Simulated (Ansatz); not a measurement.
A made-up structure of Si₂NH₆ (charge -1), singlet:

Si1  (-1.444, 0.696, -0.764)
N2  (0.279, 0.256, -0.341)
Si3  (0.586, -0.789, 0.950)
H4  (-1.406, 0.462, -2.291)
H5  (-1.296, 2.228, -0.897)
H6  (1.068, 0.614, -0.858)
H7  (-2.261, 0.134, 0.253)
H8  (0.011, -2.168, 0.822)
H9  (0.126, -0.311, 2.296)
(Å)

It is relaxed with PBE-D4/def2-SVPD and then PBE0-D4/def2-TZVPD (Ansatz 0.2.0). Atoms count as bonded within 1.22 times the sum of their covalent radii (H–H: 0.88 Å). The end point is not checked to be a true minimum.

**Question.** Does its bonding change? (A judgement: the text doesn't fix the answer.)

**Answer.** The calculation gives: No: no bond forms or breaks.

Where it ends: The first stage lowers the energy by 1.67 eV in 19 steps. It ends as Si₂NH₆ ([SiH2][NH][SiH3]), total charge -1:
```xyz
9
angstrom
Si -1.2053 0.7566 -0.6944
N 0.3558 0.4847 -0.1106
Si 0.8499 -0.9580 0.9146
H -1.7528 -0.3027 -1.6080
H -1.2760 2.0361 -1.4958
H 1.1146 1.0157 -0.5017
H -2.2238 0.8895 0.3944
H -0.0229 -2.0304 0.2169
H -0.1763 -0.7699 2.0543
```

Labels in which every atom is bracketed show which atoms are joined, not bond orders.

For scale, one of the runs: PBE0-D4/def2-TZVPD relaxation, 177 basis functions, launched by `ansatz run in.yaml --threads 2 --pin off --events-out ev --progress --plain --max-ram 4352MiB`. The run took about 74 s on 2 CPU threads of an Arm Neoverse V1 (shared host).
